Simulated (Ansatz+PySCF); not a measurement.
**singlet C₄H₈: levels of theory in one basis**

```yaml
atoms:
  - { symbol: C, position_ang: [0.0000, 0.0040, -0.6683] }
  - { symbol: C, position_ang: [0.0000, -0.0040, 0.6683] }
  - { symbol: C, position_ang: [0.0000, 1.2255, -1.5272] }
  - { symbol: C, position_ang: [0.0000, -1.2255, 1.5272] }
  - { symbol: H, position_ang: [0.0000, -0.9611, -1.1939] }
  - { symbol: H, position_ang: [0.0000, 0.9611, 1.1939] }
  - { symbol: H, position_ang: [0.0000, 2.1461, -0.9244] }
  - { symbol: H, position_ang: [0.8831, 1.2515, -2.1881] }
  - { symbol: H, position_ang: [-0.8831, 1.2515, -2.1881] }
  - { symbol: H, position_ang: [0.0000, -2.1461, 0.9244] }
  - { symbol: H, position_ang: [0.8831, -1.2515, 2.1881] }
  - { symbol: H, position_ang: [-0.8831, -1.2515, 2.1881] }
```

Basis set: def2-SVP (spherical functions). Left uncorrelated: 4 orbitals. Charge 0, multiplicity 1.

Computed with Ansatz (development build ahead of 0.2.0); each method stands on the lowest determinant of its kind that the runs found. NEVPT2 correlates all electrons. Active spaces start from the frontier orbitals, and the lowest solution found is given.

```csv
method,E − E(RHF) (eV),<S²> of the determinant
RHF,0.00,0.00
RHF-MP2,-15.27,–
"SC-NEVPT2(2,2)",-15.67,–
```

Task: What does CASSCF(2,2) give on the same scale?

Result: -0.74 eV.

Task: Is a single determinant a sound starting point here?

Result: By this sign, yes. Unrestricted orbitals gain 0.00 eV and <S²> is 0.00 against 0.00 for a pure state. The CASSCF(2,2) natural occupations are 1.92, 0.08.
